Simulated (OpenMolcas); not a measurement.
# A workflow on BH2F (SMILES BF)

Wanted: the energy (HF/ANO-RCC-MB), then a single-point energy (CASSCF(2,2)/ANO-RCC-VDZP), then the energy along one coordinate (CASPT2(2,2)/ANO-RCC-VDZP), then an energy scan (SC-NEVPT2(2,2)/ANO-RCC-VDZP), then the energy along one coordinate (MC-PDFT[tPBE](2,2)/ANO-RCC-VDZP) of BH2F. 

The calculation is run with OpenMolcas 26.06.

### Step 1. The molecule

BH2F: 4 atoms, total charge 0, spin state singlet. SMILES: `BF`. The coordinates come from a PBE0-D4/def2-TZVP relaxation.

Bond lengths: B1–F2 1.317 Å, B1–H3 1.197 Å, B1–H4 1.198 Å. Angles: F2–B1–H3 117.8°, F2–B1–H4 117.8°, H3–B1–H4 124.4°.

### Step 2. A single-point energy at HF/ANO-RCC-MB (DKH2) (run 1)

The input, geom.xyz:

```xyz
4

B     -0.027300    -0.004000    -0.030800
F      1.061200    -0.296700     0.649900
H     -1.012500    -0.649100     0.186200
H      0.034200     0.889600    -0.825600
```

The input, step1.inp:

```
* BFH2 Hartree-Fock

&GATEWAY
 Coord=geom.xyz
 Basis=ANO-RCC-MB
 Group=NoSym

&SEWARD

&SCF
 PrOrbitals=0

&LOCALISATION
 Occupied
 Freeze
 Pipek-Mezey

&LOCALISATION
 FileOrb=$Project.LocOrb
 Virtual
 Pipek-Mezey
```

Run with:

```console
$ export MOLCAS_MEM=1860
$ pymolcas step1.inp > step1.log
```

The log of the run:

```text
--- Start Module: gateway ---
[...]
--- Stop Module: gateway /rc=_RC_ALL_IS_WELL_ ---
[...]
      Basis functions           12
[...]
       Convergence after   9 Iterations
[...]
::    Total SCF energy                               -125.3265150092
[...]
      Total spin, S                                     0.0000000000
[...]
      Total electronic charge=   16.000000
      Total            charge=   -0.000000
[...]
      Dipole Moment (debye):
      Origin of the operator (angstrom)=    0.5894   -0.1698    0.3549
                   X= -8.6786E-01               Y=  2.3329E-01               Z= -5.4261E-01           Total=  1.0498E+00
      Quadrupole Moment (debye*angstrom):
[...]
--- Start Module: localisation ---
[...]
--- Stop Module: localisation /rc=_RC_ALL_IS_WELL_ ---
--- Start Module: localisation ---
[...]
--- Stop Module: localisation /rc=_RC_ALL_IS_WELL_ ---
[...]
```

Wall time 5.7 s (1 thread of AMD EPYC 7R43 (Zen 3), shared host); peak memory 0.37 GiB.

### Step 3. The energy at CASSCF(2,2)/ANO-RCC-VDZP (DKH2) (run 2)

geom.xyz is that of step 2.

The input, step2.input:

```
* BFH2 CASSCF

&GATEWAY
  Coord=geom.xyz
  Basis=ANO-RCC-MB
  Group=NoSym

&SEWARD

&RASSCF
  FileOrb=$CurrDir/step1.LocOrb
  Alter=2
  1 4 8
  1 9 10
  Spin=1
  Nactel=2 0 0
  Inactive=7
  Ras2=2
  OrbListing=Nothing
>>> COPY $Project.RunFile RUNFIL1
>>> COPY $Project.RasOrb INPORB

&GATEWAY
  Coord=geom.xyz
  Basis=ANO-RCC-VDZP
  Group=NoSym

&SEWARD
>>> COPY $Project.RunFile RUNFIL2

&EXPBAS

&RASSCF
  FileOrb=$Project.ExpOrb
  Spin=1
  Nactel=2 0 0
  Inactive=7
  Ras2=2
  OrbListing=Nothing
```

Run with:

```console
$ export MOLCAS_MEM=1860
$ pymolcas step2.input > step2.log
```

The log of the run:

```text
--- Start Module: gateway ---
[...]
--- Stop Module: gateway /rc=_RC_ALL_IS_WELL_ ---
[...]
      Basis functions           12
[...]
      Number of active orbitals                  2
[...]
      Spin quantum number                      0.0
[...]
      Active orbitals                            2
[...]
      Number of CSFs                             3
[...]
      Number of root(s) required                 1
[...]
      Convergence after  9 iterations
[...]
      printout of CI-coefficients larger than  0.05 for root  1
      energy=    -125.336416
      conf/sym  11     Coeff  Weight
             1  20   0.99759 0.99519
             3  02  -0.06934 0.00481
      Natural orbitals and occupation numbers for root  1
      sym 1:   1.990384   0.009616
      ************************************************************************************************************************
      *                                                    Final results                                                     *
[...]
::    RASSCF root number  1 Total energy:   -125.33641627
[...]
      Basis functions           38
[...]
--- Start Module: expbas ---
[...]
--- Stop Module: expbas /rc=_RC_ALL_IS_WELL_ ---
--- Start Module: rasscf ---
[...]
      Convergence after 12 iterations
[...]
      Natural orbitals and occupation numbers for root  1
      sym 1:   1.988149   0.011851
      ************************************************************************************************************************
      *                                                    Final results                                                     *
[...]
::    RASSCF root number  1 Total energy:   -125.48089877
[...]
      Total electronic charge=   16.000000
      Total            charge=   -0.000000
[...]
      Dipole Moment (debye):
      Origin of the operator (angstrom)=    0.5894   -0.1698    0.3549
                   X= -9.0469E-01               Y=  2.4310E-01               Z= -5.6555E-01           Total=  1.0943E+00
      Quadrupole Moment (debye*angstrom):
[...]
--- Stop Module: rasscf /rc=_RC_ALL_IS_WELL_ ---
[...]
```

Run time: 12 s. Hardware: 1 thread of AMD EPYC 7R43 (Zen 3), shared host; peak memory 0.38 GiB.

### Step 4. The energy along one coordinate at CASPT2(2,2)/ANO-RCC-VDZP (DKH2, ipea shift 0.25 Eh, pt2 variant SS) (run 3)

The input, step3.input:

```
>>> COPY $CurrDir/step2.RasOrb $Project.RasOrb
>>> ForEach K in (1, 2, 3, 4, 5, 6, 7, 8, 9)

&GATEWAY
  Coord=$CurrDir/point$K.xyz
  Basis=ANO-RCC-VDZP
  Group=NoSym

&SEWARD

&RASSCF
  FileOrb=$Project.RasOrb
  Spin=1
  Nactel=2 0 0
  Inactive=7
  Ras2=2
  OrbListing=Nothing

&CASPT2
  Imaginary=0.2
  Frozen=2
>>> EndDo
```

Run with:

```console
$ export MOLCAS_MEM=1860
$ pymolcas step3.input > step3.log
```

The log of the run:

```text
[...]
      Basis functions           38
[...]
      Number of active orbitals                  2
[...]
      Spin quantum number                      0.0
[...]
      Active orbitals                            2
[...]
      Number of CSFs                             3
[...]
      Number of root(s) required                 1
[...]
      Convergence after 11 iterations
[...]
      Natural orbitals and occupation numbers for root  1
      sym 1:   1.992340   0.007660
      ************************************************************************************************************************
      *                                                    Final results                                                     *
[...]
::    RASSCF root number  1 Total energy:   -125.45729673
[...]
::    CASPT2 Root  1     Total energy:   -125.71524869
[...]
      Convergence after 10 iterations
[...]
      Natural orbitals and occupation numbers for root  1
      sym 1:   1.988140   0.011860
      ************************************************************************************************************************
      *                                                    Final results                                                     *
[...]
      Convergence after 28 iterations
[...]
      Natural orbitals and occupation numbers for root  1
      sym 1:   1.871132   0.128868
      ************************************************************************************************************************
      *                                                    Final results                                                     *
[...]
      Convergence after 17 iterations
[...]
      Natural orbitals and occupation numbers for root  1
      sym 1:   1.690672   0.309328
      ************************************************************************************************************************
      *                                                    Final results                                                     *
[...]
      Convergence after 14 iterations
[...]
      Natural orbitals and occupation numbers for root  1
      sym 1:   1.368536   0.631464
      ************************************************************************************************************************
      *                                                    Final results                                                     *
[...]
::    RASSCF root number  1 Total energy:   -125.26661574
[...]
::    CASPT2 Root  1     Total energy:   -125.48693808
[...]
      Convergence after  9 iterations
[...]
::    RASSCF root number  1 Total energy:   -125.25980270
[...]
::    CASPT2 Root  1     Total energy:   -125.47429097
[...]
```

It took 63 s on 1 thread of AMD EPYC 7R43 (Zen 3), shared host; peak memory 0.38 GiB.

The scan, from its lowest point:

| F2–B1 (Å) | energy (kJ/mol) |
| --- | --- |
| 1.185 | 63.9 |
| 1.317 | 0.0 |
| 1.448 | 21.4 |
| 1.646 | 115.3 |
| 1.909 | 261.9 |
| 2.238 | 421.9 |
| 2.634 | 565.2 |
| 3.160 | 663.4 |
| 3.950 | 696.6 |

### Step 5. An energy scan at SC-NEVPT2(2,2)/ANO-RCC-VDZP (DKH2, pt2 variant SC-NEVPT2) (run 4)

The input, step4.inp:

```
* BFH2 NEVPT2
>>> EXPORT MOLCAS_PRINT=2
>>> COPY $CurrDir/step2.RasOrb $Project.RasOrb
>>> ForEach K in (1, 2, 3, 4, 5, 6, 7, 8, 9)

&GATEWAY
 COORD=$CurrDir/point$K.xyz
 BASIS=ANO-RCC-VDZP
 GROUP=NoSym

&SEWARD

&RASSCF
 FILEORB=$Project.RasOrb
 SPIN=1
 NACTEL=2 0 0
 INACTIVE=7
 RAS2=2
 ORBLISTING=Nothing

&CASPT2
 SC-NEVPT2
 FROZEN=2
>>> EndDo
```

Run with:

```console
$ export MOLCAS_MEM=1860
$ pymolcas step4.inp > step4.log
```

The log of the run:

```text
[...]
      Basis functions           38
[...]
      Number of active orbitals                  2
[...]
      Spin quantum number                      0.0
[...]
      Active orbitals                            2
[...]
      Number of CSFs                             3
[...]
      Number of root(s) required                 1
[...]
      Convergence after 11 iterations
[...]
      printout of CI-coefficients larger than  0.05 for root  1
      energy=    -125.457297
      conf/sym  11     Coeff  Weight
             1  20   0.99808 0.99617
             3  02  -0.06189 0.00383
      Natural orbitals and occupation numbers for root  1
      sym 1:   1.992340   0.007660
      ************************************************************************************************************************
      *                                                    Final results                                                     *
[...]
::    RASSCF root number  1 Total energy:   -125.45729673
[...]
      E2 (Variational):          -0.2561234008
[...]
::    SC-NEVPT2 Root  1     Total energy:   -125.71333789
[...]
      Convergence after 10 iterations
[...]
      Natural orbitals and occupation numbers for root  1
      sym 1:   1.988140   0.011860
      ************************************************************************************************************************
      *                                                    Final results                                                     *
[...]
      Convergence after 28 iterations
[...]
      Natural orbitals and occupation numbers for root  1
      sym 1:   1.871132   0.128868
      ************************************************************************************************************************
      *                                                    Final results                                                     *
[...]
      Convergence after 17 iterations
[...]
      Natural orbitals and occupation numbers for root  1
      sym 1:   1.690672   0.309328
      ************************************************************************************************************************
      *                                                    Final results                                                     *
[...]
      Convergence after 14 iterations
[...]
::    RASSCF root number  1 Total energy:   -125.26661574
[...]
::    SC-NEVPT2 Root  1     Total energy:   -125.48248948
[...]
      Convergence after  9 iterations
[...]
::    RASSCF root number  1 Total energy:   -125.25980270
[...]
      E2 (Variational):          -0.2103555981
[...]
      Reference weight:           0.94180
[...]
::    SC-NEVPT2 Root  1     Total energy:   -125.47015830
[...]
```

Wall time 60 s (1 thread of AMD EPYC 7R43 (Zen 3), shared host); peak memory 0.38 GiB.

The scan, from its lowest point:

| F2–B1 (Å) | energy (kJ/mol) |
| --- | --- |
| 1.185 | 67.7 |
| 1.317 | 0.0 |
| 1.448 | 16.8 |
| 1.646 | 104.7 |
| 1.909 | 248.7 |
| 2.238 | 413.6 |
| 2.634 | 569.6 |
| 3.160 | 673.8 |
| 3.950 | 706.1 |

### Step 6. An energy scan at MC-PDFT[tPBE](2,2)/ANO-RCC-VDZP (DKH2) (run 5)

The input, step5.input:

```
>>> COPY $CurrDir/step2.RasOrb $Project.RasOrb
>>> ForEach K in (1, 2, 3, 4, 5, 6, 7, 8, 9)
&GATEWAY
Coord = $CurrDir/point$K.xyz
Basis = ANO-RCC-VDZP
Group = NoSym
&SEWARD
&RASSCF
FileOrb = $Project.RasOrb
Spin = 1
Nactel = 2 0 0
Inactive = 7
Ras2 = 2
OrbListing = Nothing
&MCPDFT
KSDFT = T:PBE
>>> EndDo
```

Run with:

```console
$ export MOLCAS_MEM=1860
$ pymolcas step5.input > step5.log
```

The log of the run:

```text
--- Start Module: gateway ---
[...]
      Basis functions           38
[...]
      Number of active orbitals                  2
[...]
      Spin quantum number                      0.0
[...]
      Active orbitals                            2
[...]
      Number of CSFs                             3
[...]
      Number of root(s) required                 1
[...]
      Convergence after 11 iterations
[...]
      printout of CI-coefficients larger than  0.05 for root  1
      energy=    -125.457297
      conf/sym  11     Coeff  Weight
             1  20   0.99808 0.99617
             3  02  -0.06189 0.00383
      Natural orbitals and occupation numbers for root  1
      sym 1:   1.992340   0.007660
      ************************************************************************************************************************
      *                                                    Final results                                                     *
[...]
::    RASSCF root number  1 Total energy:   -125.45729673
[...]
::    MCPDFT root number  1 Total energy:   -125.88336364
[...]
      Convergence after 10 iterations
[...]
      Natural orbitals and occupation numbers for root  1
      sym 1:   1.988140   0.011860
      ************************************************************************************************************************
      *                                                    Final results                                                     *
[...]
      Convergence after 28 iterations
[...]
      Natural orbitals and occupation numbers for root  1
      sym 1:   1.871132   0.128868
      ************************************************************************************************************************
      *                                                    Final results                                                     *
[...]
      Convergence after 17 iterations
[...]
      Natural orbitals and occupation numbers for root  1
      sym 1:   1.690672   0.309328
      ************************************************************************************************************************
      *                                                    Final results                                                     *
[...]
      Convergence after 14 iterations
[...]
::    RASSCF root number  1 Total energy:   -125.26661574
[...]
::    MCPDFT root number  1 Total energy:   -125.64785125
[...]
      Convergence after  9 iterations
[...]
::    RASSCF root number  1 Total energy:   -125.25980270
[...]
      Total electronic charge=   16.000000
      Total            charge=   -0.000000
[...]
::    MCPDFT root number  1 Total energy:   -125.63117587
[...]
```

It took 67 s on 1 thread of AMD EPYC 7R43 (Zen 3), shared host; peak memory 0.38 GiB.

The scan, from its lowest point:

| F2–B1 (Å) | energy (kJ/mol) |
| --- | --- |
| 1.185 | 62.3 |
| 1.317 | 0.0 |
| 1.448 | 21.5 |
| 1.646 | 113.6 |
| 1.909 | 255.0 |
| 2.238 | 407.7 |
| 2.634 | 556.7 |
| 3.160 | 680.7 |
| 3.950 | 724.5 |

### Step 7. What came out

```
                                                         quantity          value
                               run 1, HF/ANO-RCC-MB: total energy  -125.32652 Eh
                              run 1, HF/ANO-RCC-MB: dipole moment         1.05 D
                                run 1, HF/ANO-RCC-MB: HOMO energy      -14.29 eV
                                run 1, HF/ANO-RCC-MB: LUMO energy        2.05 eV
                              run 1, HF/ANO-RCC-MB: HOMO–LUMO gap       16.34 eV
                    run 2, CASSCF(2,2)/ANO-RCC-VDZP: total energy  -125.48090 Eh
  run 2, CASSCF(2,2)/ANO-RCC-VDZP: dipole moment (CASSCF density)         1.09 D
       run 3, CASPT2(2,2)/ANO-RCC-VDZP: lowest energy of the scan  -125.73960 Eh
    run 4, SC-NEVPT2(2,2)/ANO-RCC-VDZP: lowest energy of the scan  -125.73911 Eh
run 5, MC-PDFT[tPBE](2,2)/ANO-RCC-VDZP: lowest energy of the scan  -125.90711 Eh
```

In words: Mulliken charges (run 1, HF/ANO-RCC-MB) run from -0.43 on F2 to +0.37 on B1; they depend strongly on the basis. Mulliken charges (run 2, CASSCF(2,2)/ANO-RCC-VDZP) run from -0.32 on F2 to +0.50 on B1; they depend strongly on the basis.
